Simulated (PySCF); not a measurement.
# NMR data sheet: C5H7F

* Formula: C5H7F
* SMILES: C[C@H]1C=C(F)C1
* InChI: InChI=1S/C5H7F/c1-4-2-5(6)3-4/h2,4H,3H2,1H3/t4-/m0/s1
* Point group of the computed structure: C1
* Degrees of unsaturation: 2
* Carbon signals: 5
* Proton signals: 5

Molfile (atoms numbered from 1):
```
C5H7F
     RDKit          3D

 13 13  0  0  0  0  0  0  0  0999 V2000
   -1.5728   -0.3254   -0.2489 C   0  0  0  0  0  0  0  0  0  0  0  0
   -0.3289    0.1235    0.4980 C   0  0  1  0  0  0  0  0  0  0  0  0
    0.7865   -0.8982    0.6038 C   0  0  0  0  0  0  0  0  0  0  0  0
    1.6174   -0.1378   -0.0932 C   0  0  0  0  0  0  0  0  0  0  0  0
    2.8907   -0.2676   -0.4854 F   0  0  0  0  0  0  0  0  0  0  0  0
    0.6722    0.9988   -0.3160 C   0  0  0  0  0  0  0  0  0  0  0  0
   -2.1178   -1.0611    0.3380 H   0  0  0  0  0  0  0  0  0  0  0  0
   -2.2299    0.5211   -0.4362 H   0  0  0  0  0  0  0  0  0  0  0  0
   -1.3023   -0.7765   -1.2007 H   0  0  0  0  0  0  0  0  0  0  0  0
   -0.6037    0.5699    1.4558 H   0  0  0  0  0  0  0  0  0  0  0  0
    0.8423   -1.8621    1.0694 H   0  0  0  0  0  0  0  0  0  0  0  0
    0.9564    1.9414    0.1486 H   0  0  0  0  0  0  0  0  0  0  0  0
    0.3854    1.1742   -1.3509 H   0  0  0  0  0  0  0  0  0  0  0  0
  1  2  1  0
  2  3  1  0
  3  4  2  0
  4  5  1  0
  4  6  1  0
  6  2  1  0
  1  7  1  0
  1  8  1  0
  1  9  1  0
  2 10  1  1
  3 11  1  0
  6 12  1  0
  6 13  1  0
M  END
```

[PySCF: GFN2-xTB geometry; GIAO PBE0/pcSseg-1 shieldings; gas phase; a single conformation; rapidly exchanging positions averaged; relativity neglected]

Chemical shifts δ = σref − σ; ¹H (31.72 ppm) and ¹³C (186.93 ppm) against TMS; CFCl3 for ¹⁹F (170.95 ppm), all at this level.

```tsv
carbon	δC, type	δH (multiplicity)	HMBC from (2–3 bonds)	span of the C tensor (ppm)
C1	22.0, CH3	1.18 (d)	H11, H12, H10, H13	37
C2	28.0, CH	2.39 (m)	H11, H12, H13, H7/H8/H9	45
C3	117.2, CH	4.95 (m)	H12, H10, H13, H7/H8/H9	137
C4	163.2, C	–	H11, H12, H10, H13	156
C6	43.1, CH2	H12 3.03 (m); H13 2.25 (m)	H11, H10, H7/H8/H9	35
```

Other nuclei:
```tsv
atoms	nucleus	environment	δ (ppm)	σ (ppm)
F5	¹⁹F	vinylic fluorine	-83.5	254.4
```

1. Carbon types of the structure: 1 × C, 2 × CH, 1 × CH2, 1 × CH3, which accounts for all hydrogens.
2. δC 163.2: fully substituted alkene carbon; the olefinic region.
3. δC 117.2: alkene CH; as expected for a trigonal carbon in a double bond.
4. δC 43.1: allylic sp3 CH2; saturated and bonded to C and H only.
5. δH 3.03, 2.25: hydrogen on an allylic sp3 CH2; allylic position.
6. δH 2.39: hydrogen on an allylic sp3 CH; allylic position.

Splittings by ¹⁹F in the carbon and heteronuclear signals aren't shown, as no couplings were computed. Shifts are as computed. Against solution values, carbons near 30 ppm lie about +3 ppm off and those near 130 ppm about +5 ppm. Of 1211 compounds with measured shifts, 218 miss one by over three times the rms of a fit or turn the order of signals round; such compounds aren't used in these exercises. Unscaled 19F shifts against computed CFCl3 carry errors that often reach 10 to 50 ppm. Multiplicities follow the n + 1 count of equivalent neighbours, as no J values were calculated; m marks all less simple cases, F and P coupling included.
